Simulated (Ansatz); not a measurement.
# CH4, singlet in cc-pVTZ: errors against RCCSDTQ

Geometry: MP2(full)/6-31G*, from the G2/97 set.

```xyz
5

C     0.0000    0.0000    0.0000
H     0.6291    0.6291    0.6291
H    -0.6291   -0.6291    0.6291
H     0.6291   -0.6291   -0.6291
H    -0.6291    0.6291   -0.6291
```

Basis cc-pVTZ; Ansatz 0.2.0. Only valence electrons are correlated (noble-gas cores frozen), which leaves 8 electrons in 85 orbitals. R marks a restricted (for open shells ROHF) determinant.

Full CI isn't at hand for all of this; RCCSDTQ serves as the reference, and is uncertain by about the last step of the cluster series.

- UHF ⟨S²⟩: 0.000
- T1 diagnostic (RCCSD): 0.0072
- largest doubles amplitude (RCCSD): 0.035

```
   level  E − E(RHF) (eV)
    RMP2          -5.3961
   RCCSD          -5.9456
RCCSD(T)          -6.1167
```

Q: Estimate how far RCCSDTQ in cc-pVTZ lies from RCCSD(T). The table doesn't fix it; the size of (T) and the diagnostics are the guide.

A: RCCSDTQ in cc-pVTZ lies 1.4 kJ/mol below RCCSD(T), which is 9 % of the (T) step (-16.5 kJ/mol). The diagnostics are small and one determinant leads, so the series closes fast and only a small part of (T) is left.

The other levels:

| level | E − E(RCCSDTQ) (kJ/mol) | share of correlation (%) | wall time |
| --- | --- | --- | --- |
| RCCSDT | 0.4 | 99.93 | – |
| RCCSDT(Q) | 0.0 | 100.00 | 1.8 s (H100) |

The correlation energy at RCCSDTQ, counted from RHF, is -6.132 eV. That run took 32 s on 5 threads of AMD EPYC 7R13 with a whole H100 80 GB, shared host.

Times hold each run's SCF and search for its determinant on a shared host, so for small cases they say little of a method's own cost; rows without a card ran on 1 thread of AMD EPYC 7R13.

Atomization energy (electronic, same basis, no zero-point term; atoms at the same level, unrestricted beside the R rows where the molecule is a closed shell, with restricted open-shell steps beyond CCSDT(Q)) at RCCSDTQ: 1728.0 kJ/mol. Errors of other levels:

```json
{"level": "RHF", "error (kJ/mol)": "-356.2"}
{"level": "RMP2", "error (kJ/mol)": "-11.2"}
{"level": "RCCSD", "error (kJ/mol)": "-11.4"}
{"level": "RCCSD(T)", "error (kJ/mol)": "-0.2"}
{"level": "RCCSDT", "error (kJ/mol)": "-0.4"}
{"level": "RCCSDT(Q)", "error (kJ/mol)": "-0.1"}
```

This basis is far from its limit, so the value isn't to be set against a measured one.
